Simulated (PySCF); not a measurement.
AlCl3, SMILES [Cl][Al]([Cl])[Cl]. Geometry: B3LYP-D3(BJ)/def2-SVP. The isomer is the one that the SMILES or the coordinates give; other isomers of the formula were not compared.

TDA-PBE/def2-SVPD (PySCF) puts the lowest singlet excitations at 5.73, 6.02, 6.16, 6.16, 6.37, 6.37 eV.

What are the lowest excitation roots from ADC(2)/aug-cc-pVDZ (PySCF)? (An estimate is asked for; the answer gives what the named calculation found.)

7.07, 7.37, 7.46, 7.46, 7.78, 7.78 eV. S1 differs by 1.34 eV (second minus first; roots are paired by order, and the bases may differ).
